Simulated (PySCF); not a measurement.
Input of a run (PBE0-D3(BJ)/def2-SVP geometry optimisation, gas phase (PySCF 2.14.0)), started from GFN2-xTB:
```
{"job": {"xc": "PBE0", "basis": "def2-SVP", "d3": "d3bj", "grid": 1, "kind": "geom"}, "charge": 0, "multiplicity": 2}
C      1.987360     0.016170    -0.071740
C      0.759790    -0.448410    -0.179820
C      0.093770    -1.703430    -0.563290
C     -1.161910    -1.261170    -0.378150
C     -0.634250     0.055230     0.033170
C     -1.156530     1.201910     0.431090
H      2.178320     1.027050     0.247830
H      2.845480    -0.594370    -0.297390
H     -2.149440    -1.661690    -0.472500
H     -0.529640     2.038910     0.686270
H     -2.222090     1.335150     0.512600
```

Output (energies in Eh, forces in Eh/bohr):
```
step   0  E = -231.01264579  max force = 0.013146
step   1  E = -231.01419027  max force = 0.002960
step   2  E = -231.01421411  max force = 0.002996
step   3  E = -231.01425587  max force = 0.000422
step   4  E = -231.01425634  max force = 0.000241
optimisation converged
```

Summarise the run.

The energy falls by 4.2 kJ/mol over 5 energy and gradient evaluations, the largest force component goes from 0.0131 to 2.4e-04 Eh/bohr, and the atoms move by 0.022 Å rms after alignment. The bond that changes most is C4–H9 (ends: carbon bonded to 2 C and H; hydrogen on carbon), which lengthens by 0.019 Å. Bonds longer at the end by more than 0.005 Å: 10 of 11; shorter: 0. The energy never rose by more than 1e-6 Eh on the way. The first step brought 96 % of the lowering.

What are the final bond lengths?

C1=C2 1.330 Å, C2–C3 1.473 Å, C3=C4 1.354 Å, C4–C5 1.483 Å, C5=C6 1.335 Å, C2–C5 1.509 Å, C1–H7 1.092 Å, C1–H8 1.092 Å, C4–H9 1.089 Å, C6–H10 1.092 Å, C6–H11 1.092 Å. Numbering counts from 1 in the input's order; the species is `C=C1[C]=CC1=C` [radical].

The run used 109 basis functions and 45 SCF cycles in all. Time: 32 s wall. Hardware: an Arm Neoverse V1 with one thread, on a shared host.

Whether it is a minimum is left open (no frequencies). ⟨S²⟩ = 0.774 (exact for a doublet: 0.75).
